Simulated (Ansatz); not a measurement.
Predict the output of the script below (Ansatz 0.2.0 through its Python package).

Script `conformers.py`:
```python
"""Conformer energies of C4H10OS."""

import ansatz as az
from rdkit import Chem
from rdkit.Chem import AllChem

BASIS = "def2-SVP"
XC = "HF"


def main() -> None:
    rd = Chem.AddHs(Chem.MolFromSmiles("COCCCS"))
    ids = list(AllChem.EmbedMultipleConfs(rd, numConfs=20, randomSeed=181, pruneRmsThresh=0.4))
    field = [energy for _, energy in AllChem.MMFFOptimizeMoleculeConfs(rd)]
    distinct = {round(e, 2): i for i, e in zip(ids, field)}
    chosen = sorted(distinct.items())[:3]
    found = []
    for force_field, index in chosen:
        geometry = az.Crystal.molecule()
        for atom, xyz in zip(rd.GetAtoms(), rd.GetConformer(index).GetPositions()):
            geometry = geometry.atom(atom.GetSymbol(), xyz.round(5).tolist())
        calculation = geometry.calculation().basis(gaussian=BASIS).functional(XC)
        found.append(calculation.run().report["free_energy_ev"])
    print("conformer   MMFF (kcal/mol)   this level (kcal/mol)")
    for (force_field, index), e in zip(chosen, found):
        print(f"{index:9d} {force_field - chosen[0][0]:17.2f} {23.060548 * (e - min(found)):17.3f}")


if __name__ == "__main__":
    main()
```

```console
$ python conformers.py
conformer   MMFF (kcal/mol)   this level (kcal/mol)
        5              0.00             0.288
        7              0.73             1.472
        6              0.82             0.000
```

The conformers keep their force-field geometries. Finished in 6.6 s on 1 thread of Arm Neoverse V1, with other jobs on the host, peak memory 0.4 GiB.
